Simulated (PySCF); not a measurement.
p-benzoquinone radical anion, C6H4O2 (charge -1 and doublet state).
Numbering: `[O:1]=[C:2]1[CH:3]=[CH:4][C:5](=[O:6])[CH:7]=[CH:8]1` (hydrogens: H9 on C3; H10 on C4; H11 on C7; H12 on C8)

Geometry (PBE0-D3(BJ)/def2-SVP, Å), atoms numbered from 1 in this order:
```
atom  x, y, z in Å
O1     2.6726    0.5452   -0.0453
C2     1.4440    0.2937   -0.0263
C3     0.4299    1.3307    0.0338
C4    -0.9134    1.0567    0.0541
C5    -1.4443   -0.2941    0.0174
O6    -2.6729   -0.5456    0.0359
C7    -0.4292   -1.3302   -0.0423
C8     0.9143   -1.0576   -0.0627
H9     0.7998    2.3619    0.0630
H10   -1.6559    1.8613    0.1001
H11   -0.7994   -2.3613   -0.0713
H12    1.6569   -1.8622   -0.1085
```

The hyperfine couplings belong to this conformer and change with its torsions.

As a line formula: `O=C1C=CC(=O)C=C1` (p-benzoquinone radical anion) [SMILES of the parent framework; charge -1 and doublet state].

Level of theory: UKS B3LYP, IGLO-III on C O, pcH-1 on H, non-relativistic, mean-field spin-orbit, GIAO in PySCF 2.14.0. Whether the extra electron is bound in the gas phase wasn't checked; a finite basis holds it in any case. The SCF solution wasn't tested for stability. No frequencies were computed at this geometry's level, so the symmetric structure isn't shown to be a minimum.

Computed for the main isotopes (class means, splittings of 0.05 mT or more): g = 2.0053; H9/H10/H11/H12 1H -6.8 MHz (0.24 mT); 5 first-order lines, 0.97 mT wide.

Problem. What changes when 1H at H9/H10/H11/H12 is replaced by 2H at all these sites?

Solution. Only the nuclear moment changes in this model. The ratio of g factors is 0.85744/5.58569 = 0.1535, so a goes from -6.8 to -1.0 MHz (0.037 mT). The spin goes from 1/2 to 1, so the 1:4:6:4:1 quintet becomes a 1:4:10:16:19:16:10:4:1 nonet. The spectrum then has 9 first-order lines over 0.30 mT, counting the new splitting although it is under 0.05 mT.

| offset from centre (mT) | relative intensity |
| --- | --- |
| -0.15 | 1 |
| -0.11 | 4 |
| -0.07 | 10 |
| -0.04 | 16 |
| 0.00 | 19 |
| +0.04 | 16 |
| +0.07 | 10 |
| +0.11 | 4 |
| +0.15 | 1 |

Problem. Give position and intensity of the satellites from 17O at O1/O6.

Solution. a = -21.7 MHz (class mean), or 0.77 mT in magnitude, and I = 5/2, so to first order each main line has six satellites, at ±0.39, ±1.16, ±1.93 mT. The isotope's abundance is about 0.038 % at each of 2 sites, shared among 6 lines, so each has 0.013 % of the main line's intensity.

Problem. Give position and intensity of the satellites from 13C at C2/C5.

Solution. a = -8.8 MHz (class mean), or 0.31 mT in magnitude, and I = 1/2, so to first order each main line has two satellites, at ±0.16 mT. The isotope's abundance is about 1.07 % at each of 2 sites, shared among 2 lines, so each has 1.1 % of the main line's intensity.

Nuclei that the bonding pattern makes equivalent are averaged, as if the motion that swaps them (rotation, inversion, ring flip) were fast.

For comparison, experiment gives in magnitude: 1H H9/H10/H11/H12 6.7 MHz (computed 6.8); 17O O1/O6 26.7 MHz (computed 21.7) (solution or matrix (EPR); Pople, Beveridge, Approximate Molecular Orbital Theory, McGraw-Hill 1970 (compilation of measured values)).
